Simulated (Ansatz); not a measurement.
**SiNH3 (triplet): from Hartree-Fock to the top rungs at distance N1–H4 along a hydrogen transfer = 1.012 Å, cc-pVDZ**

How much of the correlation energy of SiNH3 (triplet) does each wave-function method recover here?

Computed with Ansatz 0.2.0, Gaussian basis. Level: cc-pVDZ, core rule «outside noble gas», up to 6 orbitals frozen.

Plan: UHF; CCSD(T) on ROHF; CCSD(T) on UHF; BCCD(T) on ROHF; CISD; CCSDT(Q) on ROHF; CCSDT(Q) on UHF; CASSCF and MRCISD+Q, 4 electrons in 4 orbitals; CASSCF and NEVPT2, 4 electrons in 4 orbitals.

8 further runs of the same task are left out: 2 for a mislabelled method, 3 that didn't finish, 3 set aside as unsound or not needed.

### 1 The geometry

The geometry derives from fragments relaxed apart (PBE0/def2-TZVP) and kept rigid, so it is no stationary point. A hydrogen atom is moved between rigid fragments.

5 atoms, charge 0, spin multiplicity 3.

Atoms are counted from 1 here; the program's logs count them from 0.

Bond lengths: N1–H2 1.012 Å, N1–H3 1.012 Å, N1–H4 1.012 Å. Angles: H2–N1–H3 107.1°, H2–N1–H4 107.1°, H3–N1–H4 107.1°.

### 2 UHF

The input, in.yaml:

```yaml
crystal:
  periodic: [false, false, false]
  atoms:
    - {symbol: N, position_ang: [-1.765457, -0.012635, -0.019666]}
    - {symbol: H, position_ang: [-2.062737, 0.955198, -0.019665]}
    - {symbol: H, position_ang: [-2.062737, -0.414934, 0.860594]}
    - {symbol: H, position_ang: [-0.752997, -0.012635, -0.019666]}
    - {symbol: Si, position_ang: [1.055543, -0.012634, -0.019666]}
basis:
  gaussian: {orbitals: cc-pVDZ}
magnetization: {spin_polarized: true, initial_magnetization: 2}
hamiltonian: {xc: hf}
output: {orbitals: {seedname: orbitals}}
```

The run is started by

```bash
$ ansatz run in.yaml --threads 1 --pin off --events-out ev --progress --plain --max-ram 2393MiB
```

Further steps of the session: CCSD(T) on ROHF; CCSD(T) on UHF; BCCD(T) on ROHF; CISD; CCSDT(Q) on ROHF; CCSDT(Q) on UHF; CASSCF and MRCISD+Q, 4 electrons in 4 orbitals; CASSCF and NEVPT2, 4 electrons in 4 orbitals.

**Question.** What will the summary of the whole plan be? Wanted: UCCSDT(Q) below the RHF energy; RMP2 from UCCSDT(Q); UMP2 from UCCSDT(Q); RCCSD from UCCSDT(Q); RCCSD(T) from UCCSDT(Q); UCCSD(T) from UCCSDT(Q); RCCSDT(Q) from UCCSDT(Q); NEVPT2 pair from UCCSDT(Q); MRCISD+Q pair from UCCSDT(Q).

The runs gave:

| quantity | value |
| --- | --- |
| UCCSDT(Q) below the RHF energy | -7.7608 eV |
| RMP2 from UCCSDT(Q) | +1115.7 meV |
| UMP2 from UCCSDT(Q) | +1112.5 meV |
| RCCSD from UCCSDT(Q) | +208.5 meV |
| RCCSD(T) from UCCSDT(Q) | +34.4 meV |
| UCCSD(T) from UCCSDT(Q) | +33.7 meV |
| RCCSDT(Q) from UCCSDT(Q) | +0.4 meV |
| NEVPT2 pair from UCCSDT(Q) | +1209.1 meV |
| MRCISD+Q pair from UCCSDT(Q) | +65.7 meV |
| levels within 1 kcal/mol (43 meV) | RCCSD(T), UCCSD(T), BCCD(T), RCCSDT, UCCSDT, RCCSDT(Q) |
| T1 diagnostic | 0.018 |

**Reading.** RCCSD(T) lands +34.4 meV from the yardstick (0.4 % of the correlation energy). Of the multireference levels listed MRCISD+Q pair comes nearest in total energy (+65.7 meV), which doesn't show that its space is the better one. These misses are within one basis, not against nature; the frozen cores of restricted and unrestricted runs differ, which can shift their rows.
